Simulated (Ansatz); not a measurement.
## Bend profile

CH₅O₂ (SMILES OC[OH2+]) (charge +1), singlet, at its PBE0-D4/def2-TZVP minimum:

```
atom    x (Å)    y (Å)    z (Å)
  O1  -1.2208   0.7197  -0.0775
  C2   0.0342   0.4927  -0.3536
  O3   0.4510  -0.8853   0.4922
  H4  -1.8336   0.2486  -0.6609
  H5   0.2965   0.1485  -1.3530
  H6   0.6950   1.2345   0.0880
  H7   0.1908  -0.8135   1.4272
  H8   1.3868  -1.1452   0.4375
```

The angle H5–C2–O1 (118.7° at the minimum) is set to the values below, H5, with anything bonded beyond it, turning rigidly in the plane of the angle. Each method's energies count from its own value at the PBE0-D4 minimum structure. Computed with Ansatz 0.2.0 (basis: def2-TZVPP); correlated methods freeze the cores.

CCSD(T) energies along the scan:
| angle (°) | CCSD(T) (eV) |
| --- | --- |
| 94.7 | 0.694 |
| 100.7 | 0.383 |
| 106.7 | 0.167 |
| 112.7 | 0.041 |
| 118.7 | 0.000 |
| 124.7 | 0.039 |
| 130.7 | 0.156 |
| 136.7 | 0.348 |
| 142.7 | 0.612 |
They count from the CCSD(T) energy at the PBE0-D4 minimum.

Largest difference from the CCSD(T) curve over the scan: PBE-D4 0.041; PBE0-D4 0.014; wB97M-V 0.018 eV. Each curve counts from its own value at the minimum.

The T1 diagnostic stays at or below 0.014.

For scale, one of the runs: CCSD(T)/def2-TZVPP, 163 basis functions, launched by `ansatz run in.yaml --threads 2 --pin off --events-out ev --progress --plain --max-ram 4352MiB`. Hardware: 2 CPU threads, shared host. Wall time 11 s; peak host memory 1.5 GiB.
